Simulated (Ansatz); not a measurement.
Chalcopyrite CdSnAs₂ was calculated with r²SCAN-D4 (PAW; Ansatz, a first-principles code).

Numerical settings: plane-wave cutoff 560 eV, 8×8×8 k mesh, Fermi–Dirac smearing 0.01 eV, scalar-relativistic PAW data made under PBE.

Cell (relaxed at this level):

```yaml
crystal:
  lattice:
    - [-3.05962, 3.05962, 5.99128]
    - [3.05962, -3.05962, 5.99128]
    - [3.05962, 3.05962, -5.99128]
  atoms:
    - { symbol: Cd, position: [0.00000, 0.00000, 0.00000] }
    - { symbol: Cd, position: [0.75000, 0.25000, 0.50000] }
    - { symbol: Sn, position: [0.50000, 0.50000, 0.00000] }
    - { symbol: Sn, position: [0.25000, 0.75000, 0.50000] }
    - { symbol: As, position: [0.87500, 0.87078, 0.49578] }
    - { symbol: As, position: [0.12922, 0.62500, 0.00422] }
    - { symbol: As, position: [0.37500, 0.37922, 0.50422] }
    - { symbol: As, position: [0.62078, 0.12500, 0.99578] }
```

Q: Give the computed bulk modulus and pressure derivative B′ of the bulk modulus.

A: 
- bulk modulus: 56.9 GPa
- pressure derivative B′ of the bulk modulus: 4.6

The run finds no gap.

Note: the gap of the solid is closed in this run; the relaxation could not lower the start's symmetry, so the cell can be a saddle point above a distorted one; this level leaves the solid without a gap, although one is measured; the bulk modulus comes from volumes at which shape and atoms were relaxed.

Spin–orbit coupling is not included; it can open a gap where bands touch, and shift volumes and moduli.

Static lattice: no zero-point or thermal effects.

Cost on a shared machine: roughly 60 core-minutes.
